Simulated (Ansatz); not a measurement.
C5H8, SMILES `C=C1CCC1`. Total charge 0; spin multiplicity 1. Geometry: relaxed with PBE0-D4/def2-TZVP.

```xyz
13

C    -1.521   -0.027   -1.278
C    -0.592   -0.006   -0.338
C     0.211   -1.075    0.366
C     1.262    0.012    0.693
C     0.221    1.091    0.309
H    -1.919   -0.962   -1.656
H    -1.912    0.890   -1.705
H     0.529   -1.936   -0.226
H    -0.294   -1.440    1.266
H     2.099   -0.010   -0.006
H     1.651    0.037    1.711
H     0.547    1.917   -0.326
H    -0.281    1.507    1.189
```

(1) What is the dipole moment at ωB97M-V/def2-TZVPP? (Best estimate.)

(2) And with PBE, r2SCAN, B3LYP? (Estimate.)

(3) Give the Mulliken charges with ωB97M-V, PBE, B3LYP in def2-TZVPP. (Estimate.)

Answers

(1) Computed: 0.60 D, with components (0.45, 0.01, 0.39) D in this frame, pointing from negative to positive charge.

(2) Ansatz gave: PBE 0.60 D, r2SCAN 0.63 D, B3LYP 0.60 D.

(3) The calculation gave: 
```csv
atom,ωB97M-V,PBE,B3LYP
C1,-0.24,-0.24,-0.25
C2,-0.02,-0.05,-0.04
C3,-0.15,-0.05,-0.08
C4,-0.19,-0.14,-0.15
C5,-0.15,-0.05,-0.08
H6,0.09,0.08,0.09
H7,0.09,0.08,0.09
H8,0.10,0.06,0.07
H9,0.10,0.06,0.07
H10,0.09,0.06,0.07
H11,0.09,0.06,0.07
H12,0.10,0.06,0.07
H13,0.10,0.06,0.07
```

B3LYP here is the variant with VWN-RPA as its local correlation; programs differ in this.
